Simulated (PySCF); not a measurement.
## Spin states of LiF

Unrestricted PBE0; Li def2-SVPD, F def2-SVPD; no relativity (PySCF 2.14). Outer shells of the fragments: Li 2s1; F 2s2 2p5.

Followed along the bond (rough minima from three points):

```
2Ms+1  unpaired  ⟨S²⟩ at the start  R at minimum (Å)  Te (eV)
    1      none               0.00              1.58     0.00
    3  σ ↑, π ↑               2.00  none in the scan   ≤ 5.94
```

Solutions found at the starting distance of 1.900 Å, counted from the lowest of them; the search is not exhaustive and high or unbound solutions are not listed, so other states can lie among these:

```
2Ms+1  unpaired   term  E (eV)  ⟨S²⟩  ⟨Lz²⟩  μ (D)
    1      none    ¹Σ⁺    0.00  0.00   0.00  -7.76
    3  σ ↑, π ↑     ³Π    5.52  2.00   1.00   2.68
    1  σ ↑, π ↓  mixed    5.54  1.00   1.00   2.85
    3      σ ↑↑    ³Σ⁺    5.93  2.00   0.00   2.81
    3      π ↑↑  mixed    6.81  2.00   2.00   0.71
    3      π ↑↑  mixed    6.90  2.00   2.00   0.88
    3  σ ↑, π ↑     ³Π    7.31  2.00   1.00   0.88
```

A term symbol is given only where ⟨S²⟩ and ⟨Lz²⟩ are close to those of a pure state; real π, δ and φ orbitals otherwise mix terms. A positive dipole means Li(−)F(+).

Counting both spins, an empty level lies below a filled one in some of these solutions, because spin and occupation are held.
